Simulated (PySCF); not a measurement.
Process, species as SMILES: C(C)=C → [C-](=C)C + H+
B3LYP-D3(BJ)/def2-TZVP geometries, fixed; electronic energies without zero-point terms.
Largest species:
```
C
C 1 1.3267
H 2 1.0824 1 121.67
H 2 1.0845 3 116.84 1 180.00
H 1 1.0871 2 118.81 3 0.00
C 1 1.4957 5 116.00 2 180.00
H 6 1.0909 1 111.47 5 -180.00
H 6 1.0939 7 108.29 1 -122.37
H 6 1.0939 7 108.29 8 -115.25
```

Effect of the atomic grid (radial, angular points) at PBE0/aug-cc-pVTZ with PySCF, against the last row, where the deprotonation energy is 414.61 kcal/mol. The proton leaves the site shown, which need not be the most acidic. Cost is core time over that of atom_grid: 30, 110, unpruned, rough, on shared machines of one kind.

```tsv
setting	grid points, largest species	largest shift of a total energy (mEh)	shift of the deprotonation energy (kcal/mol)	cost
atom_grid: 30, 110, unpruned	29704	0.229	-0.001	1×
atom_grid: 50, 194, unpruned	87304	0.006	-0.005	2×
atom_grid: 75, 302, unpruned	203856	0.004	0.004	3×
atom_grid: 99, 590, unpruned	525696	0.000	0.000	9×
atom_grid: 150, 974, unpruned	1314904	0.000	0.000	20×
```

Within 0.02 kcal/mol in the deprotonation energy: atom_grid: 30, 110, unpruned; atom_grid: 50, 194, unpruned; atom_grid: 75, 302, unpruned; atom_grid: 99, 590, unpruned. The largest shift is 0.229 mEh in a total energy and 0.005 kcal/mol in the difference.
